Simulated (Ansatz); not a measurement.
A calculation with Ansatz (development build ahead of 0.2.0).

```yaml
crystal:
  periodic: [false, false, false]
  atoms:
    - { symbol: C, position_ang: [0.0, 1.39525, 0.0] }
    - { symbol: C, position_ang: [1.20832, 0.69762, 0.0] }
    - { symbol: C, position_ang: [1.20832, -0.69762, 0.0] }
    - { symbol: C, position_ang: [0.0, -1.39525, 0.0] }
    - { symbol: C, position_ang: [-1.20832, -0.69762, 0.0] }
    - { symbol: C, position_ang: [-1.20832, 0.69762, 0.0] }
    - { symbol: H, position_ang: [0.0, 2.48236, 0.0] }
    - { symbol: H, position_ang: [2.14979, 1.24118, 0.0] }
    - { symbol: H, position_ang: [2.14979, -1.24118, 0.0] }
    - { symbol: H, position_ang: [0.0, -2.48236, 0.0] }
    - { symbol: H, position_ang: [-2.14979, -1.24118, 0.0] }
    - { symbol: H, position_ang: [-2.14979, 1.24118, 0.0] }
basis:
  gaussian: { orbitals: pcseg-2 }
magnetization:
  spin_polarized: true
  initial_magnetization: 2
hamiltonian:
  xc: r2scan
```

The input is written out in the form of the current development build from the run's settings.

Results

```json
{
  "Converged": "yes",
  "Total energy": "-232.03384 hartree",
  "Spin squared of the determinant": "2.075",
  "Stability test": "minimum"
}
```

Caution: other spin multiplicities may lie lower.
